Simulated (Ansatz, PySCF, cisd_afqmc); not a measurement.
System: SiH$_{2}$, charge 0, singlet. SiH2 (SMILES [SiH2]).
B3LYP-D3(BJ)/def2-TZVP minimum from Ansatz (a first-principles code):
```
Si
H 1 1.5232
H 1 1.5232 2 91.51
```
Charge 0, spin multiplicity 1.

Atomisation energy term by term, kcal/mol (programs: Ansatz, cisd_afqmc). Open shells are spin-unrestricted; no spin-orbit coupling. Correlated methods leave the cores frozen. Rows without X2C or -DK are non-relativistic. AFQMC is phaseless with a CISD trial state; ± is one standard error, without the phaseless bias. Outlying blocks are dropped, and bars are widened where a walk drifts. Over all cases where full CI ran beside it in this data, AFQMC minus full CI had a median of +0.1 mEh and passed +0.4 mEh in a tenth of the cases. CBS(X,Y): correlation extrapolated as X^-3, Hartree-Fock from the larger set (Q,5: extrapolated as (X+1)exp(-9√X)). A bracket is a step between two methods taken in the basis named. '+ core + X2C': CCSD(T) terms for core correlation (cc-pwCVTZ, 1s frozen past Ne) and scalar relativity (cc-pVTZ-DK). Full CI freezes restricted core orbitals, also for open shells; the composite that ends in it estimates full CI at the basis-set limit. For partners of very few electrons the exact lower level stands in for a higher one. The restricted determinant of H2Si ([SiH2], singlet) is unstable towards broken spin symmetry in at least one set run.

| term | basis | kcal/mol |
|---|---|---|
| Hartree-Fock | CBS(cc-pV(Q+d)Z,cc-pV(5+d)Z) | 110.65 |
| CCSD correlation | CBS(cc-pV(Q+d)Z,cc-pV(5+d)Z) | 42.25 |
| (T) | CBS(cc-pV(Q+d)Z,cc-pV(5+d)Z) | 0.88 |
| CCSDT(Q) - CCSD(T) | cc-pV(5+d)Z | 0.09 |
| FCI - CCSDT(Q) | cc-pV(D+d)Z | 0.01 |
| core correlation | cc-pwCVTZ | -0.04 |
| scalar relativity | X2C, cc-pVTZ-DK | -0.21 |
| minus zero-point energy | Hessian by PySCF at B3LYP-D3(BJ)/def2-TZVP | -7.27 |
| sum: D0 |  | 146.3 |

The step beyond CCSD(T) by other levels: FCI in cc-pV(D+d)Z 0.16; CCSDTQ in cc-pV(D+d)Z 0.16; AFQMC/CISD in cc-pV(D+d)Z 0.03 ± 0.07; CCSDT(Q) in cc-pV(D+d)Z 0.15; CCSDTQ in cc-pV(T+d)Z 0.07; AFQMC/CISD in cc-pV(T+d)Z 0.08 ± 0.09; CCSDT(Q) in cc-pV(T+d)Z 0.07; AFQMC/CISD in cc-pV(Q+d)Z -0.12 ± 0.08; CCSDT(Q) in cc-pV(Q+d)Z 0.09 kcal/mol.
